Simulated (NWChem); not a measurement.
Correlation energy of B (+1)

```
B
```
Charge +1, spin multiplicity 1.

The numbers come from NWChem runs, not from measurements.

Basis set: cc-pVDZ. Each correlation energy counts from its own Hartree-Fock reference.

The correlated methods keep 1 core orbital frozen. No row is a measurement; the coupled-cluster row has its own basis-set and correlation limits.

Task: One of these methods gave a correlation energy of -32.5 mHa. Which?
A. SCS-MP2
B. CCSD
C. MP2

Result: C, MP2. The others give -39.0 (SCS-MP2), -58.5 (CCSD).
